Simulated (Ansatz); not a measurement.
Z-matrix (Å, degrees):
```
F
```
Charge 0, spin multiplicity 2.

The numbers are results of frozen-core CCSD(T)/def2-TZVPP (Ansatz, a quantum-chemistry and plane-wave program), not measurements.

```json
{
  "HF energy": "-99.41180 Ha",
  "MP2 correlation energy": "-0.19779 Ha"
}
```

Task: Estimate the CCSD correlation energy, the (T) correction, the total energy and the T1 diagnostic.

Result: 
| Quantity | Result |
|---|---|
| CCSD correlation energy | -0.20982 Ha |
| (T) correction | -0.00343 Ha |
| CCSD(T) total energy | -99.62506 Ha |
| T1 diagnostic | 0.006 |
